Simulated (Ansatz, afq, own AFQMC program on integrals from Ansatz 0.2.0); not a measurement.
**ZrF, quartet in def2-SVP, levels against CCSDT(Q)**

```
atom   x (Å)   y (Å)   z (Å)
  Zr  0.0000  0.0000  0.0000
   F  0.0000  0.0000  3.0130
```

Basis def2-SVP with its core potentials. Noble-gas cores (and the filled d shells of Ga–Kr and In–Xe) are frozen. Ansatz 0.2.0 and our own AFQMC program on the same integrals; the CISD trial comes from CCSD amplitudes, and released means the phaseless constraint is let go. Error bars are statistical, one sigma. No spin–orbit coupling. The metal's outer-core s and p shells are frozen, which shifts wave-function levels against functionals.

Determinant: UHF, the one that the program's search chose, which needn't be the lowest solution. The geometry is a point of a scan.

No full CI on the walks' own integrals is used here; CCSDT(Q) serves as the reference and is uncertain by about the last step of the cluster series.

Cautions: no spin-orbit coupling; outer-core shells of the metal frozen; lower spins were not checked; higher spins were not checked; raised T1 diagnostic (T1 0.041, weight of the determinant 0.90, largest double 0.04).

* T1 diagnostic: 0.0413
* weight of the determinant in the CISD state: 0.901
* ⟨S²⟩ of the determinant: 3.754
* size of the correlated space: 11 electrons in 40 orbitals

Reference: CCSDT(Q), correlation energy -6.266 eV.

```json
{"level": "HF", "E − E(reference) (mEh)": "230.26", "share of correlation (%)": "0.00"}
{"level": "MP2", "E − E(reference) (mEh)": "12.91", "share of correlation (%)": "94.39"}
{"level": "CCSD", "E − E(reference) (mEh)": "7.14", "share of correlation (%)": "96.90"}
{"level": "CCSD(T)", "E − E(reference) (mEh)": "2.29", "share of correlation (%)": "99.00"}
{"level": "CCSDT", "E − E(reference) (mEh)": "1.53", "share of correlation (%)": "99.34"}
{"level": "ph-AFQMC/HF", "E − E(reference) (mEh)": "-3.90 ± 3.29", "share of correlation (%)": "101.69"}
{"level": "ph-AFQMC/CISD", "E − E(reference) (mEh)": "5.40 ± 1.16", "share of correlation (%)": "97.65"}
```
